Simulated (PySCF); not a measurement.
# FCI/STO-3G run of BH2Cl (SMILES [H]B([H])Cl)

What is the energy change on altering one bond length of BH2Cl at FCI/STO-3G? 

The calculation is run with PySCF 2.14.0.

8 further runs of the same task are left out: 8 set aside as unsound or not needed.

**1. The system as given**

BH2Cl: 4 atoms, total charge 0, spin state singlet. SMILES: `[H]B([H])Cl`. The shape is that of a GFN2-xTB optimisation.

Bond lengths: B1–Cl4 1.673 Å, B1–H2 1.172 Å, B1–H3 1.172 Å. Angles: H2–B1–Cl4 119.1°, H3–B1–Cl4 119.0°, H2–B1–H3 121.9°.

**2. The energy at FCI/STO-3G**

job.py reads:

```python
from pyscf import gto, mcscf
from pyscf import fci

molecule = gto.M(
    atom='B 0.069310 0.114420 -0.000410; H 1.240090 0.070720 0.015540; H -0.512130 1.131590 -0.018950; Cl -0.797280 -1.316740 0.003830',
    verbose=3,
    max_memory=1860,
    basis='sto-3g',
)

mf = molecule.RHF()
mf.conv_tol = 1e-10
mf.kernel()
if not mf.converged:
    mf = mf.newton().run(mf.mo_coeff, mf.mo_occ)

cas = mcscf.CASCI(mf, mf.mo_coeff.shape[-1] - 6, (molecule.nelec[0] - 6, molecule.nelec[1] - 6))  # full CI above the frozen core
cas.fcisolver = fci.direct_spin0.FCI(molecule)  # even spin states alone
cas.kernel()
print('<S^2> = %.4f' % cas.fcisolver.spin_square(cas.ci, cas.ncas, cas.nelecas)[0])
e_tot = cas.e_tot
print(f'total energy: {e_tot:.8f} hartree')
```

The run is started by

```
$ OMP_NUM_THREADS=1 python job.py
```

Standard output:

```text
converged SCF energy = -480.124577114113
CASCI E = -480.184271140479  E(CI) = -31.0154957543942  S^2 = 0.0000000
<S^2> = 0.0000
total energy: -480.18427114 hartree
```

Wall time 1.1 s (1 thread of Arm Neoverse V1, shared host); peak memory 0.13 GiB.

**3. The distorted shape at the same level**

calc.py reads:

```python
from pyscf import gto, mcscf
from pyscf import fci

mol = gto.M(
    atom='''
B      0.534467    -0.699324     0.014422
H      1.705247    -0.743024     0.030372
H     -0.512130     1.131590    -0.018950
Cl    -0.332123    -2.130484     0.018662
''',
    verbose=4,
    basis='sto-3g',
    spin=0,
    max_memory=1860,
)

hf = mol.RHF()
hf.conv_tol = 1e-10
hf.kernel()
if not hf.converged:
    hf = hf.newton().run(hf.mo_coeff, hf.mo_occ)

cas = mcscf.CASCI(hf, hf.mo_coeff.shape[-1] - 6, (mol.nelec[0] - 6, mol.nelec[1] - 6))  # full CI above the frozen core
cas.fcisolver = fci.direct_spin0.FCI(mol)  # even spin states alone
cas.kernel()
print('<S^2> = %.4f' % cas.fcisolver.spin_square(cas.ci, cas.ncas, cas.nelecas)[0])
energy = cas.e_tot
print(f'total energy: {energy:.8f} hartree')
```

The run is started by

```
$ OMP_NUM_THREADS=1 python calc.py
```

Standard output:

```text
PySCF version 2.14.0

[INPUT] num. atoms = 4
[INPUT] num. electrons = 24
[INPUT] charge = 0
[INPUT] spin (= nelec alpha-beta = 2S) = 0
[INPUT] symmetry False subgroup None
[INPUT] Mole.unit = angstrom
[INPUT] Symbol           X                Y                Z      unit          X                Y                Z       unit  Magmom
[INPUT]  1 B      0.534467000000  -0.699324000000   0.014422000000 AA    1.009996252618  -1.321530832335   0.027253630168 Bohr   0.0
[INPUT]  2 H      1.705247000000  -0.743024000000   0.030372000000 AA    3.222449804736  -1.404111863979   0.057394761855 Bohr   0.0
[INPUT]  3 H     -0.512130000000   1.131590000000  -0.018950000000 AA   -0.967785440174   2.138395185297  -0.035810310061 Bohr   0.0
[INPUT]  4 Cl    -0.332123000000  -2.130484000000   0.018662000000 AA   -0.627621509669  -4.026031272768   0.035266068937 Bohr   0.0

nuclear repulsion = 36.9822565105345
number of shells = 10
number of NR pGTOs = 48
number of NR cGTOs = 16
basis = sto-3g
ecp = {}

******** <class 'pyscf.scf.hf.RHF'> ********
method = RHF
initial guess = minao
damping factor = 0
level_shift factor = 0
DIIS = <class 'pyscf.scf.diis.CDIIS'>
diis_start_cycle = 1
diis_space = 8
diis_damp = 0
SCF conv_tol = 1e-10
SCF conv_tol_grad = None
SCF max_cycles = 50
direct_scf = True
direct_scf_tol = 1e-13
Set gradient conv threshold to 1e-05
Initial guess from minao.
init E= -479.588072791513
  HOMO = -0.189939460792948  LUMO = 0.108994429566869  gap/eV = 8.13441
cycle= 1 E= -479.839198066129  delta_E= -0.251  |g|= 0.355  |ddm|= 2.12
  HOMO = -0.275757438614187  LUMO = 0.0985648062266004  gap/eV = 10.18583
cycle= 2 E= -479.902786338969  delta_E= -0.0636  |g|= 0.153  |ddm|= 0.925
  HOMO = -0.276751974182704  LUMO = 0.207208502769424  gap/eV = 13.16924
cycle= 3 E= -479.914141461345  delta_E= -0.0114  |g|= 0.026  |ddm|= 0.284
  HOMO = -0.285543231328695  LUMO = 0.210024886387584  gap/eV = 13.48510
cycle= 4 E= -479.91466481003  delta_E= -0.000523  |g|= 0.00265  |ddm|= 0.0735
  HOMO = -0.283535077553646  LUMO = 0.209362484529755  gap/eV = 13.41243
cycle= 5 E= -479.914669954761  delta_E= -5.14e-06  |g|= 0.000543  |ddm|= 0.00673
  HOMO = -0.283871182268722  LUMO = 0.209416799302147  gap/eV = 13.42305
cycle= 6 E= -479.914670256101  delta_E= -3.01e-07  |g|= 0.000116  |ddm|= 0.00187
  HOMO = -0.283804262834098  LUMO = 0.20941330471409  gap/eV = 13.42113
cycle= 7 E= -479.914670267925  delta_E= -1.18e-08  |g|= 1.95e-05  |ddm|= 0.000384
  HOMO = -0.283804710522695  LUMO = 0.209407400489904  gap/eV = 13.42099
cycle= 8 E= -479.914670268334  delta_E= -4.09e-10  |g|= 3.02e-06  |ddm|= 6.92e-05
  HOMO = -0.283803985277635  LUMO = 0.209407712682822  gap/eV = 13.42097
cycle= 9 E= -479.914670268344  delta_E= -9.55e-12  |g|= 2.24e-07  |ddm|= 1.06e-05
  HOMO = -0.28380403212199  LUMO = 0.209407750887352  gap/eV = 13.42098
Extra cycle  E= -479.914670268343  delta_E= 1.14e-13  |g|= 7e-08  |ddm|= 5.04e-07
converged SCF energy = -479.914670268343

******** <class 'pyscf.mcscf.casci.CASCI'> ********
CAS (6e+6e, 10o), ncore = 6, nvir = 0
natorb = False
canonicalization = True
sorting_mo_energy = False
******** <class 'pyscf.fci.direct_spin0.FCISolver'> ********
max. cycles = 100
conv_tol = 1e-10
davidson only = False
linear dependence = 1e-14
level shift = 0.001
max iter space = 12
nroots = 1
pspace_size = 400
spin = None
Density matrix diagonal elements [1.99662014 1.9783952  1.98120897 1.98152973 1.97802824 1.7623556
 0.25707786 0.02566053 0.02012936 0.01899438]
CASCI converged
CASCI E = -480.039725653103  E(CI) = -29.8233264305890  S^2 = 0.0000000
<S^2> = 0.0000
total energy: -480.03972565 hartree
```

Wall time 1.2 s (1 thread of Arm Neoverse V1, shared host); peak memory 0.12 GiB.

**4. Outcome**

Level: FCI/STO-3G, 6 core orbitals frozen.

| quantity | value |
| --- | --- |
| first shape: total energy | -480.18427 Eh |
| first shape: dipole moment (Hartree–Fock density) | 1.22 D |
| first shape: HOMO energy (Hartree–Fock orbitals) | -10.64 eV |
| first shape: LUMO energy (Hartree–Fock orbitals) | 5.78 eV |
| first shape: HOMO–LUMO gap (Hartree–Fock orbitals) | 16.42 eV |
| first shape: correlation energy (6 core orbitals frozen) | -59.7 mEh |
| distorted shape: total energy | -480.03973 Eh |
| distorted shape: dipole moment (Hartree–Fock density) | 0.97 D |
| distorted shape: HOMO energy (Hartree–Fock orbitals) | -7.72 eV |
| distorted shape: LUMO energy (Hartree–Fock orbitals) | 5.70 eV |
| distorted shape: HOMO–LUMO gap (Hartree–Fock orbitals) | 13.42 eV |
| distorted shape: correlation energy (6 core orbitals frozen) | -125.1 mEh |
| energy change with the B1–H3 bond stretched from 1.172 to 2.109 Å | 3.933 eV |

What this shows: With the B1–H3 bond stretched from 1.172 to 2.109 Å the energy rises by 3.93 eV (91 kcal/mol). The first shape isn't relaxed at this level, so the change isn't measured from a minimum. The minimal basis adds a large error of its own. Mulliken charges (distorted shape) of the mean-field density run from -0.18 on Cl4 to +0.29 on B1; they depend strongly on the basis.
